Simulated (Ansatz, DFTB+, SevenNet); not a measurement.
hcp Y: properties by level of theory

Reference values: lattice constant a 3.648 Å (measured, 293 K, no zero-point or thermal correction; as tabulated in Wikipedia's data pages); lattice parameter c 5.732 Å (measured, 293 K, not corrected to a static lattice; as tabulated in Wikipedia's data pages).

```csv
level (code),lattice constant a (Å),c axis length (Å)
GFN1-xTB as cut by DFTB+,3.641,8.744
SevenNet-0,3.585,5.848
r²SCAN-D4 (Ansatz),3.672,5.703
```

Differences from the reference values (errors of the level alone only where the reference is corrected to a static lattice):

| level | lattice constant a (%) | lattice parameter c (%) |
|---|---|---|
| GFN1-xTB as cut by DFTB+ | -0.19 | +53 |
| SevenNet-0 | -1.73 | +2.02 |
| r²SCAN-D4 | +0.66 | -0.51 |

Nearest: lattice constant a, not ranked (reference at room or unstated temperature); lattice parameter c, not ranked (reference at room or unstated temperature). Empirical potentials aren't ranked on values they can be fitted to.

Machine-learned potentials (SevenNet-0) are trained on DFT data: a solid inside that data is no test of them.

Caveats: codes differ in how they cut the long-range tail of xTB's charge interaction in a crystal, so the value belongs to this code (GFN1-xTB as cut by DFTB+); the cell has another shape than the first-principles one, perhaps another minimum in the same group (GFN1-xTB as cut by DFTB+); the cell moved over 20 % in volume from its start (GFN1-xTB as cut by DFTB+); the method was fitted mainly to molecules (GFN1-xTB as cut by DFTB+). Ansatz's density-functional and Hartree–Fock values are scalar-relativistic unless marked +SOC, with PAW data made under PBE.

The crystal itself was run without spin with r²SCAN-D4; a magnetic state was not tried in these runs.

Differences are worked out from the printed values.

Ansatz is an electronic-structure program.
